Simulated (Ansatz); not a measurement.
# SiH₂O (singlet): wave-function methods side by side at distance O2–H4 = 0.961 Å, cc-pVDZ

One table from this session's results is given with a row withheld; the runs are named, their logs left out.

Program: Ansatz 0.2.0, Gaussian basis. Level of theory: cc-pVDZ, core rule «outside noble gas», up to 6 orbitals frozen. These are calculated values, not measurements.

The runs, in order: UHF; CCSD(T) on RHF; CCSD(T) on UHF; BCCD(T) on RHF; CISD; CCSDT(Q) on RHF; CCSDT(Q) on UHF; CCSDTQ on RHF; CASSCF and MRCISD+Q, 2 electrons in 2 orbitals; CASSCF and NEVPT2, 2 electrons in 2 orbitals.

12 further runs of the same task are left out: 12 for a known fault of the program.

## The system

The geometry derives from a PBE0/def2-TZVP stationary point (not a proven minimum). One bond is set to the value named and the two fragments are kept rigid.

4 atoms, charge 0, spin multiplicity 1.

Atoms are counted from 1 here; the program's logs count them from 0.

Bond lengths: Si1–O2 1.657 Å, Si1–H3 1.532 Å, O2–H4 0.961 Å. Angles: O2–Si1–H3 94.4°, Si1–O2–H4 114.2°.

The first run:

in.yaml

```yaml
crystal:
  periodic: [false, false, false]
  atoms:
    - {symbol: Si, position_ang: [0.000000, -0.118572, 0.606157]}
    - {symbol: O, position_ang: [0.000000, 0.162082, -1.027349]}
    - {symbol: H, position_ang: [0.000000, 1.366569, 0.980666]}
    - {symbol: H, position_ang: [0.000000, -0.635437, -1.563283]}
basis:
  gaussian: {orbitals: cc-pVDZ}
magnetization: {spin_polarized: true, initial_magnetization: 0}
hamiltonian: {xc: hf}
output: {orbitals: {seedname: orbitals}}
```

Command:

```bash
> ansatz run in.yaml --threads 1 --pin off --events-out ev --progress --plain --max-ram 5120MiB --backend cpu
```

Among the steps run: UHF; CCSD(T) on RHF; CCSD(T) on UHF; BCCD(T) on RHF; CISD; CCSDT(Q) on RHF; CCSDT(Q) on UHF; CCSDTQ on RHF; CASSCF and MRCISD+Q, 2 electrons in 2 orbitals; CASSCF and NEVPT2, 2 electrons in 2 orbitals.

One table of the session follows, with a row left open; its other results are not shown here.

```
       method  from RCCSDTQ (kJ/mol)
          RHF                 +806.6
          UHF                 +806.0
         RMP2                  +84.9
         CISD                  +87.5
        RCCSD                  +22.7
     RCCSD(T)                   +3.7
      BCCD(T)                   +3.5
       RCCSDT                   +2.0
    RCCSDT(Q)                      ?
      RCCSDTQ                      0
  CASSCF pair                 +756.9
  NEVPT2 pair                  +85.1
  MRCISD pair                  +74.4
MRCISD+Q pair                  +13.2
```

Q: Estimate the row for RCCSDT(Q) from the others.

As computed: from RCCSDTQ (kJ/mol): -0.2. In the column «from RCCSDTQ (kJ/mol)» it is the lowest.
